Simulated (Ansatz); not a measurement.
Molecule (SMILES): [O]Cl (O-Cl), doublet.
Atoms: Cl1, O2. Bonds: Cl1-O2.

Basis-set convergence of the highest harmonic wavenumber at HF with Ansatz (a quantum-chemistry and plane-wave program). Each level at its own minimum, finite differences of forces, unscaled; the reference is a large set that could be run, not a limit. Cartesian d functions, on some or all atoms, in 6-31G**; all else is spherical. The program fits the integrals of some runs and decomposes those of others, by size. Open shells are unrestricted. No added dispersion term, no relativity. Reference: the value in aug-cc-pV(Q+d)Z, 845 cm⁻¹.

| basis | functions | highest harmonic wavenumber (cm⁻¹) |
|---|---|---|
| pcseg-1 | 32 | … |
| 6-31G** | 34 | … |
| cc-pV(D+d)Z | 37 | … |
| def2-SVPD | 50 | 822 |
| aug-cc-pV(D+d)Z | 55 | 821 |
| 6-311++G(2d,2p) | 62 | … |
| pcseg-2 | 64 | 841 |
| cc-pV(T+d)Z | 69 | 842 |
| def2-TZVPP | 73 | 844 |
| 6-311++G(3df,3pd) | 86 | 845 |
| def2-TZVPD | 86 | 846 |
| def2-TZVPPD | 91 | 846 |
| aug-pcseg-2 | 96 | 842 |
| aug-cc-pV(T+d)Z | 101 | 844 |
| pcseg-3 | 124 | 846 |
| def2-QZVPP | 127 | 845 |
| def2-QZVPPD | 145 | 845 |
| aug-cc-pV(Q+d)Z | 169 | 845 |

Question: Complete the blanks.

Answer: 
- pcseg-1, highest harmonic wavenumber (cm⁻¹): 798
- 6-31G**, highest harmonic wavenumber (cm⁻¹): 830
- cc-pV(D+d)Z, highest harmonic wavenumber (cm⁻¹): 793
- 6-311++G(2d,2p), highest harmonic wavenumber (cm⁻¹): 811
